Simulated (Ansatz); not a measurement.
bcc V: LDA at its full settings (plane-wave cutoff 520 eV, 26×26×26 k mesh, Fermi–Dirac smearing 0.05 eV, no spin polarisation, scalar-relativistic PAW data made under PBE) and at cheaper ones, in a cell of 1 atom with Γ-centred meshes.

```json
[
 {"level and setting": "LDA (Ansatz)", "lattice parameter a (Å)": "2.926", "bulk modulus B0 (GPa)": "209"},
 {"level and setting": "LDA (Γ point alone) (Ansatz)", "lattice parameter a (Å)": "___", "bulk modulus B0 (GPa)": "___"},
 {"level and setting": "LDA (4×4×4 k mesh) (Ansatz)", "lattice parameter a (Å)": "2.930", "bulk modulus B0 (GPa)": "226"}
]
```

### Question
Some entries are withheld; supply them.

### Answer

- LDA (Γ point alone) (Ansatz, a quantum-chemistry and plane-wave program), lattice parameter a (Å): 3.277
- LDA (Γ point alone) (Ansatz), bulk modulus B0 (GPa): 200

Largest shifts from the full settings: lattice constant a +12.0 % (LDA (Γ point alone)), against a difference of -3.14 % of the full result from the reference 3.021 Å (measured, static lattice: zero-point anharmonic expansion removed; as tabulated in Mejia-Rodriguez and Trickey (2018), arXiv:1807.09216); bulk modulus +8.1 % (LDA (4×4×4 k mesh)), against a difference of +30 % of the full result from the reference 161 GPa (measured, corrected for temperature and zero-point phonon effects, sources range from 159 to 166; as tabulated in Levämäki et al. (2014), arXiv:1402.3671).

Ansatz's density-functional and Hartree–Fock values are scalar-relativistic unless marked +SOC, with PAW data made under PBE.

Run with cheap settings on purpose, which may leave them unconverged: LDA (4×4×4 k mesh), LDA (Γ point alone).
